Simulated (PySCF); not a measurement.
Compound: BHCl2.
SMILES with atom numbers: `[Cl:1][BH:2][Cl:3]` (hydrogens: H4 on B2)

Cartesian coordinates in Å at the PBE0-D3(BJ)/def2-TZVP level; atoms count from 1:
```xyz
4
BCl2H angstrom
Cl    -1.6339   -0.6038   -0.0240
B     -0.1548    0.3007   -0.0405
Cl     1.3784   -0.5094   -0.0453
H     -0.1918    1.4868   -0.0488
```

Level: wB97X-D/pcSseg-2 in PySCF, non-relativistic, on one gas-phase PBE0-D3(BJ)/def2-TZVP geometry that isn't relaxed in the solvent. The solvent is an IEF-PCM continuum (van der Waals radii × 1.2). The model holds no explicit solvent molecules, cavitation or dispersion.

Gas phase at wB97X-D/pcSseg-2: HOMO -11.20 eV, LUMO 0.09 eV, dipole 0.58 D.

Task: What does the continuum do to the energy, the frontier levels and the dipole at wB97X-D/pcSseg-2 in chloroform?

Result: 
```
   solvent      ε  E(solvent) − E(gas) (kcal/mol)  polarisation term (kcal/mol)  distortion of the solute (kcal/mol)  HOMO (eV)  LUMO (eV)  dipole (D)
chloroform  4.711                           -0.48                         -0.52                                 0.04     -11.13       0.21        0.71
```

The polarisation term is half the interaction of the solute with the surface charges that it induces; the rest is the cost of distorting the solute's density. The sum is the electrostatic part of solvation alone.

Task: Give the dipole vector in the frame of the coordinates (D, pointing from negative to positive charge), gas and chloroform.

Result: Gas (-0.02, 0.58, 0.00), solvent (-0.02, 0.71, 0.00). Its length changes by +22 % and its direction by less than 1°.

Note: wB97X-D ran without an empirical dispersion term, which enters the total energy and its gradient alone.
